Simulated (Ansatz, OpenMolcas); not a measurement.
## From Ansatz to OpenMolcas

Ansatz 0.2.0 runs this on AlH2O (SMILES [O][AlH2]):

input.yaml:
```yaml
crystal:
  periodic: [false, false, false]
  atoms:
    - {symbol: O, position_ang: [0.062600, -0.856300, 1.401400]}
    - {symbol: Al, position_ang: [0.011300, 0.029900, -0.080400]}
    - {symbol: H, position_ang: [-1.149600, -0.360800, -1.076000]}
    - {symbol: H, position_ang: [1.131100, 1.126800, -0.265300]}
basis:
  gaussian: {orbitals: def2-TZVPP}
accuracy: high
output: {orbitals: {seedname: orbitals}}
magnetization: {spin_polarized: true, initial_magnetization: 1}
hamiltonian: {xc: {name: r2SCAN}}
```

```bash
$ ansatz run input.yaml --threads 1 --pin off --max-ram 3480MiB --events-out events.jsonl --progress --plain --runs-dir runs
```

Geometry: relaxed at PBE0-D4/def2-TZVP.

It gives a total energy of -318.776045 Eh.

Question: Write the same calculation for OpenMolcas 26.06 as an input file of the program's own.

Answer: This input was run:

coord.xyz:
```
4

O      0.062600    -0.856300     1.401400
Al     0.011300     0.029900    -0.080400
H     -1.149600    -0.360800    -1.076000
H      1.131100     1.126800    -0.265300
```

run.input:
```
&GATEWAY
  BASLIB
  $CurrDir
  COORD
  coord.xyz
  BASIS
  def2-TZVPP
  GROUP
  NoSym

&SEWARD
  GRIDINPUT
  Grid=UltraFine
  End of Grid

&SCF
  UHF
  SPIN
  2
  KSDFT
  2
  1.0 MGGA_X_R2SCAN
  1.0 MGGA_C_R2SCAN
  THRESHOLDS
  1e-10 1e-07 1e-07 1e-05
  PRORBITALS
  0
```

```bash
$ export MOLCAS_MEM=1860
$ pymolcas run.input > run.log
```

(Basis files named in the input come from the Basis Set Exchange and aren't shown.)

Its energy is -318.776049 Eh, 0.004 mEh from the first.
